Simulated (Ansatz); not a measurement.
CH, quartet: how well a Morse curve fills in a stretch

Starting geometry (PBE0/def2-TZVP stationary point for this spin, which needn't be the lowest; state Σ⁻ or Δ):

```xyz
2

C     0.0000    0.0000    0.0000
H     0.0000    0.0000    1.0894
```

Atom H2 moves along the line of the distance C1-H2, all else staying in place. Energies are in eV from the starting point at each level.

Basis cc-pVTZ; Ansatz 0.2.0. Correlated methods freeze the noble-gas cores.

Full CI is exact within this basis and frozen core; it isn't the basis-set limit.

| distance C1-H2 (Å) | full CI | PBE0 |
| --- | --- | --- |
| 0.869 | 1.302 | 1.297 |
| 0.993 | 0.192 | 0.188 |
| 1.089 | 0.000 | 0.000 |
| 1.224 | 0.226 | 0.236 |
| 1.334 | ? | ? |
| 1.512 | 1.322 | 1.362 |
| 1.708 | 1.987 | 2.030 |
| 2.060 | 2.606 | 2.665 |
| 2.437 | 2.783 | 2.907 |
| 2.979 | 2.834 | 3.011 |
| 3.731 | 2.846 | 3.038 |

A Morse curve E(r) = E0 + De (1 − exp(−a (r − re)))² is laid through the three points about the minimum (0.993, 1.089, 1.224 Å), with E0 + De set to the last point:

| level | re (Å) | a (1/Å) | E0 (eV) | De (eV) | k = 2 De a² (eV/Å²) |
| --- | --- | --- | --- | --- | --- |
| full CI | 1.088 | 2.433 | 0.000 | 2.846 | 33.7 |
| PBE0 | 1.086 | 2.377 | 0.000 | 3.038 | 34.3 |

Task: Use the full-CI fit to predict the withheld energy at 1.334 Å.

Result: exp(−2.433 × (1.334 − 1.088)) = 0.5496; E = 0.000 + 2.846 × (1 − 0.5496)² = 0.577 eV. Full CI in cc-pVTZ gives 0.611 eV, so the Morse form is 0.034 eV too low there (1.2 % of De). At the other points past the fit it misses by up to 0.27 eV (at 2.060 Å), so the curve isn't Morse-like throughout. PBE0 gives 0.633 eV.

Kohn–Sham is unrestricted where that lies lower.

De here is the depth of the well in this basis, without the zero-point term.
